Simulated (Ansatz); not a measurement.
bcc Ta, treated with PBEsol (PAW; Ansatz, a program for electronic structure).

The input as run:

Ansatz 0.2 input:
```yaml
crystal:
  lattice:
    - [-1.65145, 1.65145, 1.65145]
    - [1.65145, -1.65145, 1.65145]
    - [1.65145, 1.65145, -1.65145]
  atoms:
    - { symbol: Ta, position: [0.0, 0.0, 0.0] }
basis:
  ecutwfc: 520
  ecutrho_ratio: 4
  xc_grid: 2
kpoints:
  mp_grid: { grid: [24, 24, 24] }
hamiltonian:
  xc: pbesol
  dispersion: none
  pseudopotentials: { kind: paw }
scf:
  occupations: { method: fermi_dirac, width: 0.05 }
  convergence: { dr2_threshold: 0.0000000001 }
output:
  forces: false
  stress: true
  eigenvalues: true
```

Excerpt of the program's output:

```
Crystal: 1 atoms, lattice volume = 18.016 Å³
Basis set: ecut = 520 eV, 459 PW (Γ), exchange–correlation on 48×48×48 points (8 copies of the dense FFT grid, shifted against one another)
Bands: 11, of which v1, the nominal top of the filled ones, is band 7 counted from 1 (6 counted from 0)
Symmetry: 48 space group operations
Space group: Im-3m (ITA 229), of the structure as read, at distance tolerance 2.6e-5 Å
k-points: 413 of 13824
Functional: x = pbesol(κ = 0.804, μ = 0.12345679012345678), c = pbesol(β = 0.046)
SCF iter   1: F=—  HF=-9806.500771 eV  |F-HF|=—  |Δ(HF+E_count)|=         —  Δρ=2.28e-3  dr2=2.37e-4
SCF iter   2: F=—  HF=-9806.500610 eV  |F-HF|=—  |Δ(HF+E_count)|=   1.61e-4  Δρ=1.07e-3  dr2=4.95e-5
  ...
SCF iter   6: F=—  HF=-9806.500650 eV  |F-HF|=—  |Δ(HF+E_count)|=   7.04e-9  Δρ=1.65e-6  dr2=1.70e-10
SCF iter   7: F=-9806.500650 eV  HF=-9806.500650 eV  |F-HF|=1.27e-11  |Δ(HF+E_count)|=  4.73e-11  Δρ=6.76e-7  dr2=2.43e-11
SCF 1 converged in 7 iterations: F = -9806.500650 eV  dr2 = 2.43e-11
SCF converged after 7 iterations
Free energy (F): -9806.500650 eV
Internal energy: -9806.489910 eV  (E = F + TS)
E sigma→0 (E₀):  -9806.495280 eV
Fermi energy:    18.456493 eV
--- Stress (GPa, compression-positive) ---
       -3.995190      -0.000000       0.000000
        0.000000      -3.995190       0.000000
       -0.000000       0.000000      -3.995190
  P = ⅓ Tr σ = -3.9952 GPa (-39.952 kbar)
```

The PAW data were made under PBE.

Note: cell and atoms aren't relaxed at this level (pressure -4.0 GPa).

Computing time: about 5 core-seconds (a rough figure).
